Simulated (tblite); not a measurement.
C5H11S (charge -1).
SMILES with atom numbers: `[CH3:1][CH:2]([CH3:3])[CH2:4][CH2:5][S-:6]` (hydrogens: H7, H8, H9 on C1; H10 on C2; H11, H12, H13 on C3; H14, H15 on C4; H16, H17 on C5)

Structure used (GFN2-xTB), in Å, numbered top down from 1:
```xyz
17
C5H11S angstrom
C     -0.655    1.051    1.008
C     -0.488    0.146   -0.209
C     -1.744   -0.699   -0.409
C      0.753   -0.738   -0.091
C      2.052    0.053   -0.269
S      2.105    0.975   -1.821
H     -1.545    1.672    0.905
H     -0.750    0.459    1.921
H      0.207    1.705    1.107
H     -0.326    0.773   -1.094
H     -1.648   -1.324   -1.294
H     -2.621   -0.063   -0.532
H     -1.911   -1.347    0.453
H      0.760   -1.261    0.877
H      0.716   -1.493   -0.883
H      2.900   -0.650   -0.245
H      2.186    0.753    0.568
```

Computed with GFN2-xTB (tblite): harmonic, unscaled wavenumbers at the GFN2-xTB geometry, gas phase. This tight-binding method is rough: wavenumbers can miss measured ones by several per cent, in bad cases by 10 to 20. One conformer, not necessarily the lowest.

Harmonic wavenumbers (cm⁻¹): 42.5, 106.6, 197.1, 217.9, 241.3, 308.7, 367.7, 415.6, 479.9, 686.1, 790.7, 891.5, 934.5, 944.9, 970.2, 987.3, 1039.5, 1092.1, 1117.6, 1176.5, 1194.3, 1228.4, 1268.6, 1292.9, 1337.0, 1354.0, 1398.6, 1410.5, 1481.8, 1492.2, 1505.5, 1510.3, 1513.6, 1519.0, 2807.4, 2846.3, 2858.0, 2905.8, 2946.5, 2973.9, 2982.2, 2991.7, 2999.1, 3022.3, 3050.7.

A = 4725, B = 1477, C = 1438 MHz; mass 103.058 u (most abundant isotopes); point group C1, symmetry number 1.

Problem. What is the zero-point energy?

Solution. Half the sum of the wavenumbers: 32449 cm⁻¹ = 388.18 kJ/mol.

Problem. What is S at 200 K and 1 bar for an ideal gas of classical rigid rotors and harmonic oscillators?

Solution. Translation 158.37, rotation 111.60, vibration 54.62: S = 324.6 J/(mol K).

Problem. And Cp and H(200 K) − H(0)?

Solution. Cp = 93.62 J/(mol K), of which vibrations give 60.36 (their classical limit is 45 R = 374.2); H(200 K) − H(0) = 12.66 kJ/mol without the zero-point energy, 6.01 from vibrations.

Problem. How do the functions run with temperature in this model?

Solution. 
```
T (K)  S (J/(mol K))  Cp (J/(mol K))  H − H(0) (kJ/mol)  G − H(0) (kJ/mol)  ln q(vib)
  100          270.7            64.2               4.72             -22.35       1.18
  300          368.3           124.9              23.54             -86.94       4.76
  500          447.9           190.8              55.27            -168.66       8.44
  800          554.1           261.5             123.94            -319.37      14.00
 1000          616.1           293.4             179.60            -436.51      17.59
```

q(vib) and H(0) count from the zero-point level.

Problem. Blend soft modes into free rotors: weight 1/[1 + (100 cm⁻¹/ν̃)⁴] for the oscillator and the rest for a rotor with moment μB/(μ + B), μ = h/(8π²ν), B = 10⁻⁴⁴ kg m². What vibrational entropy results?

Solution. 50.36 J/(mol K) in place of 54.62, which changes −T·S at 200 K by +0.85 kJ/mol.

Problem. What must be added to the electronic energy to get the Gibbs energy at 200 K and 1 bar?

Solution. ZPE + [H(200 K) − H(0)] − T·S = 388.18 + 12.66 − 64.92 = 335.92 kJ/mol.

Problem. Which modes carry the vibrational entropy at 200 K?

Solution. 42.5 cm⁻¹: 18.20; 106.6 cm⁻¹: 10.72; 197.1 cm⁻¹: 6.07; 217.9 cm⁻¹: 5.38; 241.3 cm⁻¹: 4.70; 308.7 cm⁻¹: 3.20 J/(mol K); the other 39 give 6.34 together.

Hindered rotation and anharmonicity are outside this model. Other conformers, if any are populated, would add a mixing term that is left out. The structure is chiral; the term R ln 2 for an equal mix with its mirror image is left out.

Hardware: an Arm Neoverse V1 with one thread, no GPU (shared host). Cost: 0.44 s. The figure is for the frequency step alone.
